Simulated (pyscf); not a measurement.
Structures and frequencies: ωB97X-D3(BJ)/def2-SVP in PySCF.

Question: Estimate by transition-state theory the rate constant of HS–Ti(Cl)(Cl)–Cl + H atom (H•) -> [S–Ti(Cl)(Cl)–Cl]• + hydrogen (H₂) (doublet surface; H–S broken, H–H formed) at 600 K, with ωB97M-D3(BJ)/def2-TZVP energies (ideal gas, 1 atm, RRHO with modes under 100 cm⁻¹ raised to 100, one conformer, R ln 2 for rigid chiral ones; no tunnelling).

Answer: The electronic barrier is 3.0 kcal/mol and the thermal terms add +12.3, so ΔG‡ = 15.3 kcal/mol. With k_BT/h = 1.25e+13 s⁻¹ and RT = 1.192 kcal/mol, and a volume of 8.18e-20 cm³ per molecule at 1 atm, k = 2.8e-12 cm³ molecule⁻¹ s⁻¹. Wigner's tunnelling factor for 919i cm⁻¹ would be 1.20. A shift of 1 kcal/mol in the barrier changes k by a factor 2.3. This is the saddle that the search found; another between the same sides may lie lower. The angle at the transferred H is 179°. Open-shell species with a d-block atom are single-reference here; other states, and whether the spin sits on metal or ligand, were not checked.
